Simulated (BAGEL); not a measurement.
# SiH3O− (SMILES [O-][SiH3]) at FCI/STO-3G (density fitting with qzvpp-jkfit)

What is the vertical ionisation energy of SiH3O− at FCI/STO-3G (density fitting with qzvpp-jkfit)? 

The calculation is run with BAGEL 1.2.2.

11 further runs of the same task are left out: 11 that didn't finish.

## 1. The system as given

SiH3O−: 5 atoms, total charge -1, spin state singlet. As SMILES, `[O-][SiH3]`. The shape is that of a GFN2-xTB optimisation.

Bond lengths: O1–Si2 1.535 Å, Si2–H3 1.516 Å, Si2–H4 1.516 Å, Si2–H5 1.516 Å. Angles: O1–Si2–H3 116.1°, O1–Si2–H4 116.1°, O1–Si2–H5 116.1°, H3–Si2–H4 102.1°, H3–Si2–H5 102.1°, H4–Si2–H5 102.1°.

## 2. A single-point energy at FCI/STO-3G (density fitting with qzvpp-jkfit)

Contents of fci.json:

```json
{ "bagel": [

{
  "title": "molecule",
  "basis": "sto-3g",
  "df_basis": "qzvpp-jkfit",
  "angstrom": "true",
  "geometry": [
    { "atom": "O", "xyz": [   -1.444170,    0.271390,    0.700100 ] },
    { "atom": "Si", "xyz": [   -0.082700,    0.015600,    0.039800 ] },
    { "atom": "H", "xyz": [   -0.104440,   -0.247420,   -1.452600 ] },
    { "atom": "H", "xyz": [    0.697830,   -1.174610,    0.561420 ] },
    { "atom": "H", "xyz": [    0.933480,    1.135040,    0.151280 ] }
  ]
},
{ "title": "hf", "charge": -1 },
{ "title": "fci", "nstate": 1, "charge": -1, "ncore": 6 }

]}
```

Run with:

```bash
$ BAGEL_NUM_THREADS=1 BAGEL fci.json > fci.out
```

What it wrote:

```text
* using 1 threads per process

  ===============================================================
  ===============================================================

  *** Geometry ***

  { "atom" : "O", "xyz" : [     -2.729086,      0.512853,      1.322997 ] },
  { "atom" : "Si", "xyz" : [     -0.156280,      0.029480,      0.075211 ] },
  { "atom" : "H", "xyz" : [     -0.197363,     -0.467556,     -2.745016 ] },
  { "atom" : "H", "xyz" : [      1.318708,     -2.219691,      1.060930 ] },
  { "atom" : "H", "xyz" : [      1.764022,      2.144915,      0.285878 ] },

  Number of auxiliary basis functions:      259

  Since a DF basis is specified, we compute 2- and 3-index integrals:
    o Being stored without compression. Storage requirement is 0.001 GB

  Number of basis functions:       17
  Number of electrons      :       25

    * METHOD: MOLECULE                             0.04

  *** RHF ***

  === Nuclear Repulsion ===
    58.8634692111

      * DIIS with orbital gradients will be used.

  === RHF iteration (sto-3g) ===
      0       -360.79036697          0.03156814           0.00
      1       -360.89026185          0.01903899           0.00
      2       -360.92992011          0.00234914           0.00
      3       -360.93118128          0.00059965           0.00
      4       -360.93130507          0.00006791           0.00
      5       -360.93130588          0.00000737           0.00
      6       -360.93130589          0.00000119           0.00
      7       -360.93130589          0.00000016           0.00
      8       -360.93130589          0.00000005           0.00
      9       -360.93130589          0.00000000           0.00
    * SCF iteration converged.

    * Permanent dipole moment:
           (   -0.408805,     0.076700,     0.199456) a.u.

    * METHOD: HF                                   0.05

  ---------------------------
        FCI calculation
  ---------------------------

  Performs exactly the same way as Knowles & Handy 1984 CPL

  o alpha-beta strings
      length:           660
  o size of the space
      determinant space:  108900
      spin-adapted space: 32670

  o single displacement lists (alpha)
      length:         11550
  o single displacement lists (beta)
      length:         11550

     guess   0:   closed 1111111....          open ...........

  === FCI iteration ===

      0  0      -360.93130589     1.20e-03      0.16
      1  0      -361.02029745     6.04e-04      0.15
      2  0      -361.03439597     2.66e-04      0.15
      3  0      -361.03755798     1.17e-04      0.15
      4  0      -361.03802585     5.03e-05      0.15
      5  0      -361.03811654     1.77e-05      0.15
      6  0      -361.03812641     6.80e-06      0.15
      7  0      -361.03812761     2.69e-06      0.15
      8  0      -361.03812782     1.09e-06      0.15
      9  0      -361.03812786     4.79e-07      0.15
     10  0      -361.03812786     2.02e-07      0.15
     11  0      -361.03812786     8.38e-08      0.20
     12  0      -361.03812786     3.46e-08      0.15
     13  0      -361.03812786     1.19e-08      0.15
     14  0      -361.03812786     4.19e-09      0.15
     15  0      -361.03812786     1.73e-09      0.15
     16  0      -361.03812786     7.30e-10      0.15
     17  0      -361.03812786     3.44e-10      0.15
     18  0      -361.03812786     1.53e-10      0.16
     19  0 *    -361.03812786     6.92e-11      0.14

     * ci vector, state   0, <S^2> = -0.0000
       2222222....    -0.9570266672
       2222.22...2     0.0555157918
       222222..2..     0.0517003756
       22222.2..2.     0.0516028189

    * METHOD: FCI                                  3.11

  ===============================================================
```

Run time: 3.6 s. Hardware: 1 thread of AMD EPYC 7B13 (Zen 3), shared host; peak memory 0.19 GiB.

## 3. Doublet neutral SiH3O, same level

Contents of calc.json:

```json
{ "bagel": [

{
  "title": "molecule",
  "basis": "sto-3g",
  "df_basis": "qzvpp-jkfit",
  "angstrom": "true",
  "geometry": [
    { "atom": "O", "xyz": [   -1.444170,    0.271390,    0.700100 ] },
    { "atom": "Si", "xyz": [   -0.082700,    0.015600,    0.039800 ] },
    { "atom": "H", "xyz": [   -0.104440,   -0.247420,   -1.452600 ] },
    { "atom": "H", "xyz": [    0.697830,   -1.174610,    0.561420 ] },
    { "atom": "H", "xyz": [    0.933480,    1.135040,    0.151280 ] }
  ]
},
{
  "title": "hf",
  "charge": 1
},
{
  "title": "fci",
  "nstate": 1,
  "ncore": 6,
  "nspin": 1
}

]}
```

Run with:

```bash
$ BAGEL_NUM_THREADS=1 BAGEL calc.json > calc.out
```

What it wrote:

```text
* using 1 threads per process

  ===============================================================
  ===============================================================

  *** Geometry ***

  { "atom" : "O", "xyz" : [     -2.729086,      0.512853,      1.322997 ] },
  { "atom" : "Si", "xyz" : [     -0.156280,      0.029480,      0.075211 ] },
  { "atom" : "H", "xyz" : [     -0.197363,     -0.467556,     -2.745016 ] },
  { "atom" : "H", "xyz" : [      1.318708,     -2.219691,      1.060930 ] },
  { "atom" : "H", "xyz" : [      1.764022,      2.144915,      0.285878 ] },

  Number of auxiliary basis functions:      259

  Since a DF basis is specified, we compute 2- and 3-index integrals:
    o Being stored without compression. Storage requirement is 0.001 GB

  Number of basis functions:       17
  Number of electrons      :       25

    * METHOD: MOLECULE                             0.04

  *** RHF ***

  === Nuclear Repulsion ===
    58.8634692111

      * DIIS with orbital gradients will be used.

  === RHF iteration (sto-3g) ===
      0       -360.57044430          0.03912546           0.00
      1       -360.65576467          0.02661353           0.00
      2       -360.71433472          0.00617612           0.00
      3       -360.72331863          0.00210925           0.00
      4       -360.72447428          0.00030677           0.00
      5       -360.72449348          0.00004496           0.00
      6       -360.72449374          0.00001480           0.00
      7       -360.72449379          0.00001330           0.00
      8       -360.72449389          0.00001256           0.00
      9       -360.72449406          0.00001217           0.00
[... 30 lines of this table left out ...]
     40       -360.72447708          0.00000003           0.00
     41       -360.72447708          0.00000002           0.00
     42       -360.72447708          0.00000001           0.00
     43       -360.72447708          0.00000000           0.00
    * SCF iteration converged.

    * Permanent dipole moment:
           (   -0.236445,    -0.029420,    -0.280327) a.u.

    * METHOD: HF                                   0.11

  ---------------------------
        FCI calculation
  ---------------------------

  Performs exactly the same way as Knowles & Handy 1984 CPL

  o alpha-beta strings
      length:           792
  o size of the space
      determinant space:  152460
      spin-adapted space: 76230

  o single displacement lists (alpha)
      length:         11550
  o single displacement lists (beta)
      length:         16632

     guess   0:   closed 111111.....          open ......1....

  === FCI iteration ===

      0  0      -361.03627885     1.14e-03      0.20
      1  0      -361.17729979     5.59e-04      0.20
      2  0      -361.20377360     2.27e-04      0.20
      3  0      -361.20703660     8.84e-05      0.20
      4  0      -361.20752160     3.31e-05      0.20
      5  0      -361.20760427     1.55e-05      0.22
      6  0      -361.20762525     8.50e-06      0.21
      7  0      -361.20763095     4.37e-06      0.21
      8  0      -361.20763243     2.15e-06      0.24
      9  0      -361.20763276     1.07e-06      0.21
[... 6 lines of this table left out ...]
     16  0      -361.20763286     8.48e-08      0.22
     17  0      -361.20763286     1.43e-07      0.21
     18  0      -361.20763287     1.63e-07      0.22
     19  0      -361.20763287     2.26e-07      0.23
    ** throwing out 1 trial vectors **
     20  0      -361.20763289     4.36e-07      0.21
    ** throwing out 1 trial vectors **
     21  0      -361.20763295     9.73e-07      0.21
    ** throwing out 1 trial vectors **
     22  0      -361.20763322     1.92e-06      0.21
    ** throwing out 1 trial vectors **
     23  0      -361.20763373     2.08e-06      0.21
    ** throwing out 1 trial vectors **
     24  0      -361.20763401     1.08e-06      0.21
    ** throwing out 1 trial vectors **
     25  0      -361.20763407     4.22e-07      0.23
    ** throwing out 1 trial vectors **
     26  0      -361.20763408     1.63e-07      0.22
    ** throwing out 1 trial vectors **
     27  0      -361.20763408     6.01e-08      0.23
    ** throwing out 1 trial vectors **
     28  0      -361.20763408     2.41e-08      0.22
    ** throwing out 1 trial vectors **
     29  0      -361.20763408     1.03e-08      0.23
    ** throwing out 1 trial vectors **
     30  0      -361.20763408     5.01e-09      0.22
    ** throwing out 1 trial vectors **
     31  0      -361.20763408     2.90e-09      0.23
    ** throwing out 1 trial vectors **
     32  0      -361.20763408     2.28e-09      0.22
    ** throwing out 1 trial vectors **
     33  0      -361.20763408     2.18e-09      0.22
    ** throwing out 1 trial vectors **
     34  0      -361.20763408     2.61e-09      0.23
    ** throwing out 1 trial vectors **
     35  0      -361.20763408     2.54e-09      0.23
    ** throwing out 1 trial vectors **
     36  0      -361.20763408     1.57e-09      0.23
    ** throwing out 1 trial vectors **
     37  0      -361.20763408     8.27e-10      0.23
    ** throwing out 1 trial vectors **
     38  0      -361.20763408     4.00e-10      0.23
    ** throwing out 1 trial vectors **
     39  0      -361.20763408     1.81e-10      0.23
    ** throwing out 1 trial vectors **
     40  0 *    -361.20763408     9.88e-11      0.21

     * ci vector, state   0, <S^2> = 0.7500
       222222a....    -0.8629322750
       22a2222....     0.2842099093
       2222a22....     0.1875835011
       22222a2....     0.1338250304
       222a22ab...    -0.1051455005
       222b22aa...     0.1001538516
       22a222a..b.    -0.0700909454
       2a2222ab...     0.0696399223
       22222ba..a.     0.0670630646
       22222aa..b.    -0.0639702069
       2222.2a.2..    -0.0554496422
       22b222a..a.     0.0546773276
       2222b2a.a..    -0.0546222838
       2b2222aa...    -0.0545806947
       2222a2b.a..    -0.0528557934
       a22222ab...    -0.0527572303
       22222.a..2.    -0.0526869335

    * METHOD: FCI                                  8.99

  ===============================================================
```

Run time: 9.6 s. Hardware: 1 thread of AMD EPYC 7B13 (Zen 3), shared host; peak memory 0.25 GiB.

## 4. Outcome

Level: FCI/STO-3G (density fitting with qzvpp-jkfit), 6 core orbitals frozen.

```
                                           quantity          value
                       singlet SiH3O−: total energy  -361.03813 Eh
                doublet neutral SiH3O: total energy  -361.20763 Eh
vertical detachment energy (to the doublet neutral)      -4.612 eV
```

In words: The species is unbound against losing an electron at this level, by 4.61 eV (−445 kJ/mol); missing correlation or diffuse functions can give that sign where the real anion is bound. In a minimal basis such a difference can be off by several eV, whatever the method.
